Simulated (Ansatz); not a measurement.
Program: Ansatz 0.2.0.

A structure relaxed at PBE0-D4/def2-TZVP, charge 0, multiplicity 1:

```xyz
9

O     1.140   -0.460   -1.049
C     0.023   -0.670   -0.240
C    -0.497    0.619    0.363
F    -0.897    1.492   -0.559
F     0.459    1.220    1.094
F    -1.532    0.372    1.174
H     1.858   -0.122   -0.506
H    -0.767   -1.088   -0.865
H     0.214   -1.362    0.589
```

Task: Give its formula and SMILES.

Result: C2H3F3O, `OCC(F)(F)F`.

Task: Summarise the bond lengths by kind.

Result: 1 × C–O 1.394 Å; 1 × H–O 0.962 Å; 1 × C–C 1.515 Å; 2 × C–H 1.091 to 1.097 Å; 3 × C–F 1.332 to 1.345 Å.
